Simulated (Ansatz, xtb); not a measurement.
## H3O2S+: which of two conformers lies lower

Structure a is `O[SH+]O`, a singlet and structure b is `O[SH+]O`, a singlet. Both are isolated ions in the gas phase, relaxed with PBE0-D3(BJ)/def2-SVP.

a (Å):

```xyz
6

O    -1.1452    0.2492   -1.0256
O     0.1583    0.7159    1.1302
S     0.2785    0.1170   -0.3352
H    -1.1658    0.9678   -1.6881
H     0.5824    1.5937    1.2033
H     0.0833   -1.1704    0.0615
```

b (Å):

```xyz
6

O    -0.5214   -0.7078    1.0419
O     0.2429    0.2685   -1.2115
S     0.2247    0.5030    0.3631
H    -0.4851    0.7480   -1.6562
H    -0.1714   -1.6029    0.8535
H     1.5361    0.1405    0.5098
```

Q: Which of the two would you expect CCSD(T)/def2-TZVPP electronic energies to favour?

A: Too close to call at this level: CCSD(T)/def2-TZVPP gives E(b) − E(a) = +0.40 kcal/mol.

Level by level:

```json
{"level": "PBE0-D3(BJ)/def2-SVP", "geometry": "PBE0-D3(BJ)/def2-SVP", "E(b) − E(a) (kcal/mol)": "+0.56", "departure from the last row (kcal/mol)": "+0.16", "job, with rough time for the two": "optimisation, 12 s"}
{"level": "HF/def2-TZVPP", "geometry": "PBE0-D3(BJ)/def2-SVP", "E(b) − E(a) (kcal/mol)": "−0.32", "departure from the last row (kcal/mol)": "−0.71", "job, with rough time for the two": "part of the CCSD(T) run"}
{"level": "MP2/def2-TZVPP", "geometry": "PBE0-D3(BJ)/def2-SVP", "E(b) − E(a) (kcal/mol)": "+0.44", "departure from the last row (kcal/mol)": "+0.04", "job, with rough time for the two": "part of the CCSD(T) run"}
{"level": "CCSD(T)/def2-TZVPP", "geometry": "PBE0-D3(BJ)/def2-SVP", "E(b) − E(a) (kcal/mol)": "+0.40", "departure from the last row (kcal/mol)": "", "job, with rough time for the two": "single point, 26 s"}
```

The largest departure from CCSD(T)/def2-TZVPP is that of HF/def2-TZVPP, 0.71 kcal/mol. Levels run at GFN2-xTB geometries aren't shown.

With harmonic frequencies from PBE0-D3(BJ)/def2-SVP (ideal gas, rigid rotor, one conformer each, 298.15 K, 1 atm): on the last row, ΔE + ΔZPE = +0.32, ΔH = +0.28, ΔG = +0.35 kcal/mol.

The correlated steps freeze 7 core orbitals. Mirror images aren't counted in ΔG. Run with Ansatz 0.2.0; the last row on 1 thread of Intel(R) Xeon(R) 6975P-C (Granite Rapids) on a shared host.
